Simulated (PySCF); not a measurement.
ammonia cation (H3N), SMILES N (connectivity only; charge and spin as stated), charge +1, multiplicity 2.

Geometry optimised at r2SCAN-D4/def2-TZVPD. The spin state was assumed, not searched.

Computed with r2SCAN-D4/def2-TZVPD (PySCF).

Harmonic, unscaled wavenumbers; measured fundamentals usually lie a few per cent lower.

Modes within 1.5 cm⁻¹ of each other (mostly degenerate sets) share a row, with their intensities summed.

Computed harmonic wavenumbers and intensities:
| mode | ν (cm⁻¹) | IR (km/mol) | moving atoms (share of kinetic energy) |
|---|---|---|---|
| 1 | 891 | 219.0 | H 82 %, N 18 % |
| 2–3 | 1527 | 134.2 | H 92 %, N 8 % |
| 4 | 3350 | 0.0 | H 100 % |
| 5–6 | 3527 | 529.9 | H 90 %, N 10 % |
